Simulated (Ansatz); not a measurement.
# C₂H₄N₂S₂: how energies converge with the basis set

How large a basis does C₂H₄N₂S₂ need? Two functionals are run in growing sets.

Program: Ansatz 0.2.0, Gaussian basis. Level of theory: one geometry, several basis sets. These are calculated values, not measurements.

Plan: PBE0-D4/def2-SVP; ωB97M-V/def2-SVP; PBE0-D4/def2-QZVPP; ωB97M-V/def2-QZVPP; the functionals' def2-TZVPP values are taken from earlier runs.

## (1) Structure used throughout

The geometry comes from an earlier relaxation with PBE0-D4 in a triple-zeta def2 set; it is a stationary point, not always the lowest conformer.

SMILES `NC(=S)C(N)=S`, 10 atoms, charge 0, spin multiplicity 1.

Atoms are counted from 1 here; the program's logs count them from 0.

Bond lengths: N1–C2 1.321 Å, N1–H7 1.005 Å, N1–H8 1.016 Å, C2–S3 1.650 Å, C2–C4 1.526 Å, C4–N5 1.321 Å, C4–S6 1.650 Å, N5–H9 1.005 Å, N5–H10 1.016 Å. Angles: C2–N1–H7 120.0°, C2–N1–H8 117.5°, H7–N1–H8 122.5°, N1–C2–S3 124.9°, N1–C2–C4 113.2°, S3–C2–C4 121.9°, C2–C4–N5 113.2°, C2–C4–S6 121.9°, N5–C4–S6 124.9°, C4–N5–H9 120.0°, C4–N5–H10 117.5°, H9–N5–H10 122.5°.

Geometry (Å):

```mol
C2H4N2S2
  3D, bonds by distance, orders not assigned

 10  9  0  0  0  0  0  0  0  0999 V2000
   -0.3478   -1.7222   -0.1819 N   0  0
    0.4001   -0.6348   -0.1370 C   0  0
    2.0364   -0.6064   -0.3483 S   0  0
   -0.4002    0.6349    0.1364 C   0  0
    0.3479    1.7222    0.1821 N   0  0
   -2.0364    0.6064    0.3484 S   0  0
    0.0757   -2.6166   -0.3557 H   0  0
   -1.3473   -1.6114   -0.0359 H   0  0
   -0.0756    2.6165    0.3564 H   0  0
    1.3473    1.6114    0.0356 H   0  0
  1  2  8  0
  2  3  8  0
  2  4  8  0
  4  5  8  0
  4  6  8  0
  1  7  8  0
  1  8  8  0
  5  9  8  0
  5 10  8  0
M  END
```

## (2) PBE0-D4 in def2-SVP

in.yaml

```yaml
crystal:
  periodic: [false, false, false]
  atoms:
    - {symbol: N, position_ang: [-0.347846, -1.722220, -0.181925]}
    - {symbol: C, position_ang: [0.400081, -0.634817, -0.137005]}
    - {symbol: S, position_ang: [2.036405, -0.606419, -0.348305]}
    - {symbol: C, position_ang: [-0.400159, 0.634890, 0.136422]}
    - {symbol: N, position_ang: [0.347864, 1.722196, 0.182080]}
    - {symbol: S, position_ang: [-2.036395, 0.606403, 0.348383]}
    - {symbol: H, position_ang: [0.075700, -2.616577, -0.355678]}
    - {symbol: H, position_ang: [-1.347325, -1.611399, -0.035925]}
    - {symbol: H, position_ang: [-0.075609, 2.616479, 0.356391]}
    - {symbol: H, position_ang: [1.347275, 1.611444, 0.035565]}
basis:
  gaussian: {orbitals: def2-SVP}
hamiltonian: {xc: pbe0, dispersion: d4}
output: {orbitals: {seedname: orbitals}}
```

Started as:

```sh
$ ansatz run in.yaml --threads 4 --pin off --events-out ev --progress --plain --max-ram 10444MiB
```

After this run come: ωB97M-V in def2-SVP; PBE0-D4 in def2-QZVPP; ωB97M-V in def2-QZVPP.

**Question.** What will the summary of the whole plan be? Wanted: PBE0-D4: double and triple zeta above quadruple; ωB97M-V: double and triple zeta above quadruple.

**Answer**, as computed:

```
                                       quantity           value
PBE0-D4: double and triple zeta above quadruple  14.09, 0.92 eV
ωB97M-V: double and triple zeta above quadruple  14.18, 0.87 eV
```

What this shows: For PBE0-D4 the step from double to triple zeta gains 13.16 eV and the next only 0.92 eV. Total energies overstate the basis error of differences, where much of it tends to cancel.
